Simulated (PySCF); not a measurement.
Here is a computed PBE0-D3(BJ)/def2-SVP geometry (Å):
```
atom  x, y, z in Å
C1     1.600   -1.128   -0.091
C2     0.960    0.078   -0.113
C3     1.673    1.323   -0.557
C4    -0.408    0.147    0.318
C5    -1.073    1.456    0.335
C6    -1.215   -1.006    0.737
H7     2.649   -1.204   -0.395
H8     1.121   -2.055    0.230
H9     2.686    1.089   -0.907
H10    1.764    2.049    0.265
H11    1.141    1.821   -1.382
H12   -1.158    1.808   -0.713
H13   -2.073    1.436    0.783
H14   -0.441    2.217    0.825
H15   -1.526   -0.836    1.786
H16   -0.749   -1.991    0.650
H17   -2.164   -0.993    0.172
```

Charge +1, singlet.

Task: Which heavy atoms are bonded, and with what formal order?

Result: C1–C2 1.37 Å (double); C2–C3 1.50 Å (single); C2–C4 1.44 Å (single); C4–C5 1.47 Å (single); C4–C6 1.47 Å (single). Bonds to hydrogen (Å): C1–H7 1.09; C1–H8 1.09; C3–H9 1.10; C3–H10 1.10; C3–H11 1.10; C5–H12 1.11; C5–H13 1.10; C5–H14 1.10; C6–H15 1.11; C6–H16 1.09; C6–H17 1.11. The orders are those of one drawing; other resonance forms can be drawn.

Task: Which species is it?

Result: `C=C(C)[C+](C)C`, [C6H11]+.

Task: Describe the place of each heavy atom.

Result: C1: carbon bonded to C and 2 H; C2: carbon bonded to 3 C; C3: allylic carbon; C4: carbon bonded to 3 C; C5/C6: methyl carbon.

Task: What is the arrangement about C2?

Result: It has 3 neighbours (C1, C3, C4) and is planar (angles 120.9°, 120.1° and 119.0°, sum 360.0°, 0.01 Å off the plane of its three neighbours).

Task: What is the arrangement about C5?

Result: It has 4 neighbours (C4, H12, H13, H14) and is distorted tetrahedral (angles from 104.2° to 113.6°).
